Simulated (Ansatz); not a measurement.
Consider InSb in the zinc blende structure (space group F-43m, No. 216).

```xyz
2
Lattice="0.0000 3.2599 3.2599 3.2599 0.0000 3.2599 3.2599 3.2599 0.0000" Properties=species:S:1:pos:R:3 pbc="T T T"
Sb     4.8898     4.8898     4.8898
In     0.0000     0.0000     0.0000
```

Computed with PBEsol in Ansatz (plane waves to 420 eV, PAW, spin-orbit coupling left out), earlier PAW set.

Modification: As takes the place of Sb on all its sites; the structure is relaxed again.

Measured lattice parameter a: InSb 6.468 Å (static lattice; corrected from measurement; as listed in Daniel Mejia-Rodriguez, S. B. Trickey, Phys. Rev. B (2018)); InAs 6.047 Å (static lattice; corrected from measurement; as listed in Daniel Mejia-Rodriguez, S. B. Trickey, Phys. Rev. B (2018)).

### Question
How well does PBEsol reproduce the measured shift?

### Answer
With PBEsol the lattice parameter a moves by -0.432 Å (6.520 → 6.088) against -0.421 Å measured.

Stability against distortions was not tested. The final runs are not spin-polarised.

Ansatz is a quantum-chemistry and plane-wave program.
